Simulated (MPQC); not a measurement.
# HF/def2-SVPD run of CClF3 (SMILES FC(F)(F)Cl)

What is the vertical ionisation energy of CClF3 at HF/def2-SVPD? 

The calculation is run with MPQC 2.3.1.

### Step 1. The system as given

The species is CClF3 (5 atoms), meant as a singlet with charge 0. As SMILES, `FC(F)(F)Cl`. The shape is that of a PBE0-D4/def2-TZVP optimisation.

Bond lengths: F1–C2 1.322 Å, C2–F3 1.322 Å, C2–F4 1.322 Å, C2–Cl5 1.756 Å. Angles: F1–C2–F3 108.7°, F1–C2–F4 108.7°, F1–C2–Cl5 110.2°, F3–C2–F4 108.7°, F3–C2–Cl5 110.2°, F4–C2–Cl5 110.2°.

### Step 2. A single-point energy at HF/def2-SVPD

run.in reads:

```
molecule<Molecule>: (
   symmetry = c1
   unit = angstrom
   { atoms geometry } = {
      F  [ 0.213700       0.019100       1.326100 ]
      C  [ -0.002200      -0.082500       0.026100 ]
      F  [ -1.249600      -0.474600      -0.167100 ]
      F  [ 0.811700      -0.999000      -0.468500 ]
      Cl [ 0.276300       1.463300      -0.758000 ]
   }
)
basis<GaussianBasisSet>: (
   name = "def2-SVPD"
   molecule = $:molecule
   basisdir = "."
   puream = yes
)
mpqc: (
   checkpoint = no
   savestate = no
   restart = no
   do_energy = yes
   do_gradient = no
   optimize = no
   mole<CLHF>: (
      molecule = $:molecule
      basis = $:basis
      total_charge = 0
      memory = 1000000000
      print_evals = yes
      print_npa = yes
      maxiter = 120
      value_accuracy = 1e-08
      guess_wavefunction<CLHF>: (
         molecule = $:molecule
         total_charge = 0
         memory = 1000000000
         value_accuracy = 1e-3
         basis<GaussianBasisSet>: (
            name = "STO-3G"
            molecule = $:molecule
         )
      )
   )
)
```

The basis set def2-SVPD is read from a file made from the Basis Set Exchange's data (not shown).

On the command line:

```
$ mpqc -o run.out run.in
```

Output, cut to the lines that bear on the results:

```text
MPQC: Massively Parallel Quantum Chemistry
[...]
  LUMO is    26   A =   0.091756
  total scf energy = -795.2896203395
Value of the MolecularEnergy: -795.2896203395
[...]
      symmetry = c1
[...]
```

It took 44 s on 1 thread of Arm Neoverse N1, shared host; peak memory 0.51 GiB.

### Step 3. The doublet cation at the same level

mol.in reads:

```
molecule<Molecule>: (
  symmetry = c1
  unit = angstrom
  { atoms geometry } = {
    F  [ 0.213700       0.019100       1.326100 ]
    C  [ -0.002200      -0.082500       0.026100 ]
    F  [ -1.249600      -0.474600      -0.167100 ]
    F  [ 0.811700      -0.999000      -0.468500 ]
    Cl [ 0.276300       1.463300      -0.758000 ]
  }
)
basis<GaussianBasisSet>: (
  name = "def2-SVPD"
  molecule = $:molecule
  basisdir = "."
  puream = yes
)
mpqc: (
  checkpoint = no
  savestate = no
  restart = no
  do_energy = yes
  do_gradient = no
  optimize = no
  mole<UHF>: (
    molecule = $:molecule
    basis = $:basis
    total_charge = 1
    multiplicity = 2
    memory = 1000000000
    print_evals = yes
    print_npa = yes
    maxiter = 120
    value_accuracy = 1e-08
    guess_wavefunction<ExtendedHuckelWfn>: (
      molecule = $:molecule
      total_charge = 1
      multiplicity = 2
      basis<GaussianBasisSet>: (
        name = "STO-3G"
        molecule = $:molecule
      )
    )
  )
)
```

The basis set def2-SVPD is read from a file made from the Basis Set Exchange's data (not shown).

On the command line:

```
$ mpqc mol.in > mol.out
```

Output, cut to the lines that bear on the results:

```text
MPQC: Massively Parallel Quantum Chemistry
[...]
  USCF::init: total charge = 1
[...]
  iter     1 energy = -762.3248512091 delta = 1.19467e-01
[...]
  <S^2>      = 0.759268
  total scf energy = -794.8395610015
Value of the MolecularEnergy: -794.8395610015
[...]
      symmetry = c1
[...]
      nbasis = 116
[...]
    nalpha = 25
    nbeta = 24
[...]
```

Run time: 78 s. Hardware: 1 thread of Arm Neoverse N1, shared host; peak memory 0.51 GiB.

### Step 4. Results

Level: HF/def2-SVPD.

```
                                          quantity          value
                       singlet CClF3: total energy  -795.28962 Eh
                        singlet CClF3: HOMO energy      -13.87 eV
                        singlet CClF3: LUMO energy        2.50 eV
                      singlet CClF3: HOMO–LUMO gap       16.37 eV
                      doublet cation: total energy  -794.83956 Eh
                              doublet cation: ⟨S²⟩          0.759
vertical ionisation energy (to the doublet cation)      12.247 eV
```

In words: Removing an electron at fixed nuclei costs 12.25 eV (1182 kJ/mol). The negative HOMO energy of the first species, 13.87 eV, lies 1.63 eV above that difference.
